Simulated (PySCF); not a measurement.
Computed with TPSSh-D3(BJ)/def2-TZVP // B3LYP-D3(BJ)/def2-TZVP (PySCF). Gas-phase values, no solvent. Excitations are Tamm–Dancoff values on a coarser integration grid. The basis has no diffuse functions, so Rydberg states are missing or too high.

Reference species (SMILES): `C=C` (neutral, multiplicity 1).

```yaml
S1 oscillator strength: 0.000
S1–T1 gap (TDA): 3.74 eV
HOMO–LUMO gap: 6.91 eV
```

Changed species: `C=CC#N` (X = cyano; the reference has X = H).

**Question.** Predict the effect on the S1 oscillator strength, S1–T1 gap (TDA) and HOMO–LUMO gap.

**Answer.** the S1 oscillator strength stays essentially unchanged; the S1–T1 gap (TDA) drops by 1.36 eV, to 2.38 eV; the HOMO–LUMO gap falls by 1.26 eV, to 5.65 eV.
